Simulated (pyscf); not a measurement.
HN=SiH–F (SMILES N=[SiH]F) -> HN=Si: (SMILES N=[Si]) [singlet] + HF (SMILES F) (1,1-elimination; singlet surface; F–Si, H–Si broken, F–H formed). PySCF, gas phase, ωB97X-D3(BJ)/def2-SVP geometries. MP2 and CC: frozen core, UHF for open shells. ΔMP2 is the change of the MP2 total energy from the triple- to the quadruple-zeta basis. Energies in kcal/mol from the reactant's lowest minimum found.

```
level                             barrier  reaction energy
--------------------------------  -------  ---------------
ωB97X-D3(BJ)/def2-TZVP               74.8            +39.1
PBE/def2-TZVP                        64.0            +35.8
HF/def2-TZVP                         92.6            +35.9
MP2/def2-QZVPP                       74.6            +34.7
CCSD/def2-TZVPP                      78.6            +32.6
CCSD(T)/def2-TZVPP                   75.1            +32.1
CCSD(T)/def2-TZVPP + ΔMP2(QZVPP)        ?                ?
```

Q: Some entries are withheld; supply them.

A: 
- CCSD(T)/def2-TZVPP + ΔMP2(QZVPP), barrier: 74.7
- CCSD(T)/def2-TZVPP + ΔMP2(QZVPP), reaction energy: +32.8

HN=SiH–F lies 25.8 kcal/mol over its isomer H₂N–Si:–F [singlet] (electronic energy, ωB97M-D3(BJ)). This is the saddle that the search found; another between the same sides may lie lower. The CCSD(T) − MP2 part came from Ansatz, without density fitting, on the same reference.
